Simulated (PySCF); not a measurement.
**How the method changes the constants of BP**

State: ³Π (triplet), unpaired electrons σ ↑, π ↑. Set-up: B def2-TZVPPD, P def2-TZVPPD; no relativity (PySCF 2.14). De refers to B + P in their high-spin ground configurations, without counterpoise correction. The functionals are run spin-unrestricted. A positive dipole means B(−)P(+).

```
       Level  Re (Å)  ωe (cm⁻¹)  De (eV)  μ (D)  CPU s a point (SCF and correlation, without the integrals)
        ROHF   1.715       1058     1.79  -0.79                                                        0.87
    ROHF-MP2   1.745        976     3.26    n/a                                                         1.5
ROHF-SCS-MP2   1.745        967     3.13    n/a                                                         n/a
   ROHF-CCSD   1.743        973     2.89    n/a                                                         n/a
ROHF-CCSD(T)   1.755        939     3.13    n/a                                                          27
         PBE   1.754        942     3.91  -0.05                                                         1.5
      revPBE   1.759        932     3.69  -0.09                                                        0.97
        PW91   1.751        944     3.93  -0.06                                                        0.98
        BLYP   1.758        920     3.69  -0.01                                                        0.92
      r²SCAN   1.740        980     3.78  -0.29                                                         5.5
     r²SCANh   1.736        991     3.68  -0.32                                                         6.9
        PBE0   1.736        985     3.63  -0.23                                                         2.7
       HSE06   1.737        981     3.63  -0.22                                                         2.4
      B2PLYP   1.744        959     3.44  -0.46                                                         2.4
```

The bond length runs from 1.715 Å (ROHF) to 1.759 Å (revPBE). De spans 1.79 eV (ROHF, mean field) to 3.93 eV (PW91, GGA). Correlation at CCSD(T) changes the Hartree–Fock bond energy by +1.34 eV; the triples alone change it by +0.24 eV.

Correlated steps freeze 6 core orbitals. B2PLYP dipoles, levels and charges come from its SCF part alone. The state was picked by a PBE0 search and need not be the measured ground state.

The whole job (state search and all levels along the bond) took about 5.8 min on 2 threads of Arm Neoverse V1 (shared host), peak memory 2.9 GiB.
